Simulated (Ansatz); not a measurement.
Relaxation of ClFH2Si (5 atoms, charge 0, multiplicity 1), to a largest force component of 0.03 eV/Å in at most 50 steps.

Theory: RKS BLYP-D4/def2-SVP in Ansatz 0.2.0.

```xyz
5
Properties=species:S:1:pos:R:3:forces:R:3
Si 0.240 0.024 0.049 0.31 0.00 0.89
Cl 0.826 -0.009 2.064 -0.59 0.04 0.14
H 1.622 -0.025 -0.418 0.28 -0.01 -1.02
H -0.586 1.215 -0.300 0.01 -0.03 0.01
F -0.611 -1.311 -0.340 -0.01 0.00 -0.03
```

Q: Where does it end, and by what steps?

A: The run converged. After 3 steps the energy has fallen by 0.188 eV; H3 moved furthest, 0.22 Å.

```
step  energy less start (eV)  largest force component (eV/Å)  accepted
   0                  0.0000                           1.022       yes
   1                 -0.1730                           0.386       yes
   2                 -0.1861                           0.118       yes
   3                 -0.1878                           0.014       yes
```

```xyz
5
Properties=species:S:1:pos:R:3
Si 0.300 0.019 0.094
Cl 0.672 0.000 2.136
H 1.599 -0.025 -0.638
H -0.524 1.216 -0.241
F -0.556 -1.316 -0.297
```

Whether the end is a true minimum wasn't checked by a vibrational analysis.

Run time: 5.6 s on 1 thread of Arm Neoverse V2, with other jobs on the host, peak memory 0.12 GiB.
